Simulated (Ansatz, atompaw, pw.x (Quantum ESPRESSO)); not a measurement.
# Be: one change to the PAW (atompaw) potential, in the atom and in the bcc crystal

- Element: beryllium (Be)
- Generator: atompaw 4.2.0.5
- Type: PAW
- Functional: LDA (PW92)
- Relativity: scalar-relativistic
- Frozen core: [He]
- Valence charge: 2
- Reference configuration: 2s2 2p0
- Partial waves: 2s (bound): rc 3.00 bohr; 2s channel at 0.05 Ry: rc 3.00 bohr; 2p (bound, empty): rc 3.00 bohr; 2p channel at 0.65 Ry: rc 3.00 bohr; 3d channel at 0.4 Ry: rc 3.00 bohr; 3d channel at 2.65 Ry: rc 3.00 bohr
- Local potential: troulliermartins scheme with l = 3 at 0 Ry, radius 2.80 bohr
- Core correction: smooth core density matched at 2.80 bohr
- Augmentation charge: sinc compensation charge, radius 2.80 bohr; PAW radius 3.00 bohr; waves and projectors: custom rrkj gramschmidtortho

Change: local potential troulliermartins scheme with l = 3 at 0 Ry, radius 2.50 bohr.

Cutoffs, loose and tight: the cutoffs (Ry, on a coarse ladder) from which the occupation-weighted sum of valence levels, in a spherical-Bessel basis at the reference potential, stays within 10 and 1 mRy of its value at 400 Ry. They see the waves and projectors alone, not the compensation charge or the core.

Crystal test: bcc Be in pw.x 7.5, no spin, 18³ k-points, Fermi–Dirac smearing 0.01 Ry, cutoffs set for each file from its atomic test. The reference is all-electron LAPW (Ansatz 0.2.0) with the same functional, mesh and smearing; V0 and B0 come from Birch–Murnaghan fits to the pressures at five volumes. Errors are pseudo minus all-electron; Δ is the rms difference of the E(V) curves that follow from these fits, minima aligned, over ±6 % about the mean V0. Mesh and smearing are coarse, so the numbers serve the comparison and aren't converged zero-temperature values; the lattice is a test structure that the element need not adopt.

All-electron: a0 = 2.461 Å (V0 = 7.46 Å³/atom), B0 = 132.0 GPa.

Problem. Does the change bring the crystal closer to the all-electron result?

Solution. The mean pressure error goes from -1.07 to -0.74 GPa, so the change moves the solid closer to the all-electron pressures.

```csv
quantity,base,changed
outcome (atom),generated,generated
"cutoff, loose (atom)",6 Ry,6 Ry
"cutoff, tight (atom)",6 Ry,6 Ry
bound ghosts (atom),none,none
cutoffs in pw.x (Ry),40/400,40/400
a0 (Å),2.455,2.457
a0 error (%),-0.27,-0.19
B0 error (%),+1.7,+2.5
Δ (meV/atom),1.7,1.2
mean pressure error (GPa),-1.07,-0.74
```

Base: The largest radius (3.00 bohr) exceeds half the bond length (2.01 bohr), so the spheres overlap, which is one possible source of error among others. Changed file: The largest radius (3.00 bohr) exceeds half the bond length (2.01 bohr), so the spheres overlap, which is one possible source of error among others. The atomic cutoffs weigh occupied waves only.
